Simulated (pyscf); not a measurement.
## Routes from HO–P(OH)–OH (SMILES OP(O)O) + H₂ (SMILES [H][H])

Candidate steps break at most two bonds and form at most two. Each was searched with GFN2-xTB (tblite) first. Single points on ωB97X-D3(BJ)/def2-SVP structures (PySCF, gas phase). Energies: ωB97M-D3(BJ)/def2-TZVP, kJ/mol, from the separated reactants, singlet surface; ΔG‡ with ideal gas, 1 atm, RRHO with modes under 100 cm⁻¹ raised to 100, one conformer, R ln 2 for chiral ones without a mode under 150 cm⁻¹.

```json
[
 {"products": "HO–PH–OH + H₂O", "type": "four-centre exchange", "ΔE‡": "259.7", "ΔE": "+58.6", "ΔG‡ 298 K": "304.1", "ΔG‡ 900 K": "386.0", "ν‡ (cm⁻¹)": "673i"},
 {"products": "HO–P(OH)–OH + H₂", "type": "four-centre exchange", "ΔE‡": "289.2", "ΔE": "0.0", "ΔG‡ 298 K": "319.6", "ΔG‡ 900 K": "392.9", "ν‡ (cm⁻¹)": "2680i"}
]
```

Row 1: On the product side the descent ends in a complex (not fully relaxed), 17.2 kJ/mol under the separated species and 228.6 kJ/mol under the saddle at ωB97X-D3(BJ)/def2-TZVP. 

Plain bond fissions and candidates not yet searched are not listed, and one of them may be faster. Each barrier is that of the saddle found; lower ones may exist.
